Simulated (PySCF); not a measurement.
Species: C6H10.
Geometry (PBE0-D3(BJ)/def2-SVP, Å), atoms numbered from 1 in this order:
```xyz
16
C6H10 angstrom
C      1.1354    0.3942   -0.6780
C      1.0260   -0.9136    0.1201
C     -0.3946   -0.9237    0.6487
C     -1.4958   -0.5762   -0.3111
C     -0.9239    0.4867    0.5822
C      0.1695    1.3686    0.0126
H      0.8226    0.2276   -1.7209
H      2.1651    0.7786   -0.7240
H      1.7248   -0.9040    0.9737
H      1.2728   -1.7990   -0.4887
H     -0.6328   -1.5748    1.4945
H     -2.4971   -0.9406   -0.0684
H     -1.2849   -0.5478   -1.3849
H     -1.5573    0.8881    1.3784
H     -0.2070    2.1443   -0.6744
H      0.6760    1.8904    0.8422
```

Computed, not measured: core-valence-separated Tamm–Dancoff BHandHLYP/aug-pcX-1 (pcseg-1 on H) in PySCF, non-relativistic, gas phase, PBE0-D3(BJ)/def2-SVP geometry. BHandHLYP without relativity tends to put these K edges a few eV too low, so spacings mean more than positions.

Task: List the carbon K-edge absorption lines.

Result: 
| E (eV) | f | core hole on | main final orbital |
| --- | --- | --- | --- |
| 285.44 | 0.0133 | C1 | LUMO (50 %) |
| 285.49 | 0.0285 | C2/C6 | LUMO (2 roots, f summed) |
| 285.59 | 0.0096 | C4 | LUMO (48 %) |
| 285.63 | 0.0332 | C3/C5 | LUMO (2 roots, f summed) |
| 285.81 | 0.0203 | C1 | LUMO+1 (40 %) |
| 285.93 | 0.0243 | C4 | LUMO+1 (54 %) |
| 285.93 | 0.0476 | C2/C6 | LUMO+1 (2 roots, f summed) |
| 286.54 | 0.0066 | C4 | LUMO+3 (47 %) |
| 286.60 | 0.0034 | C1 | LUMO+3 (77 %) |
| 286.63 | 0.0351 | C3/C5 | LUMO+1 (2 roots, f summed) |
| 286.65 | 0.0049 | C2/C6 | spread (2 roots, f summed) |
| 286.74 | 0.0161 | C3/C5 | LUMO+3 (2 roots, f summed) |
| 286.80 | 0.0024 | C1 | LUMO (34 %) |
| 286.84 | 0.0032 | C4 | LUMO (40 %) |
| 286.88 | 0.0018 | C2/C6 | LUMO (2 roots, f summed) |
| 286.89 | 0.0179 | C3/C5 | LUMO+2 (2 roots, f summed) |
| 286.98 | 0.0251 | C3/C5 | LUMO (2 roots, f summed) |
| 287.10 | 0.0369 | C4 | spread |

The first line with a tenth or more of the strongest one's intensity is at 285.44 eV (f = 0.013), with the hole on C1 (ring CH2 carbon). The strongest listed is at 285.93 eV (f = 0.048, sum of 2; C2/C6).

Roots within 0.03 eV whose holes lie on the same, on equivalent or on shared atoms are summed into one line, and the highest roots are left out, as the search may have cut off their partners. Final orbitals are the ground state's empty Kohn–Sham orbitals.

Task: What are the wavelength and the wavenumber of the 287.10 eV line?

Result: λ = 12398.42 eV Å/287.10 eV = 43.185 Å; 2.3156 × 10⁶ cm⁻¹.

Only the lowest roots of each edge were sought.

One conformer stands for the species.
